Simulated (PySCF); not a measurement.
Relaxation of doublet SF5

Computed with UPBE0/[S def2-SVP, F def2-SVP], no relativity, density fitting, PySCF. A (50,194) grid was used.

A hand-made square pyramidal start, of C4v symmetry, held to at least that symmetry:

```xyz
6
charge 0 multiplicity 2, angstrom
S     0.0000    0.0000   -0.0421
F     0.0000    0.0000    1.6279
F     1.6335    0.0000   -0.3893
F     0.0000    1.6335   -0.3893
F    -1.6335    0.0000   -0.3893
F     0.0000   -1.6335   -0.3893
```

Optimiser trace:
| step | E − E(last) (kJ/mol) | largest gradient (Eh/bohr) |
| --- | --- | --- |
| 0 | 127.64 | 0.05073 |
| 1 | 28.89 | 0.03410 |
| 2 | 8.13 | 0.01875 |
| 3 | 0.31 | 0.00879 |
| 4 | 0.01 | 0.00174 |
| 5 | 0.00 | 0.00069 |
| 6 | 0.00 | 0.00003 |

It ends at C4v with S–F 1.571 Å, S–F 1.620 Å (×4); F–S–F 90.0° (×4), F–S–F 91.5° (×4), F–S–F 177.1° (×2). A frequency run shows a minimum.

Final geometry:
```xyz
6
charge 0 multiplicity 2, angstrom
S     0.0000    0.0000   -0.2103
F     0.0000    0.0000    1.3603
F     1.6199    0.0000   -0.2514
F     0.0000    1.6199   -0.2514
F    -1.6199    0.0000   -0.2514
F     0.0000   -1.6199   -0.2514
```
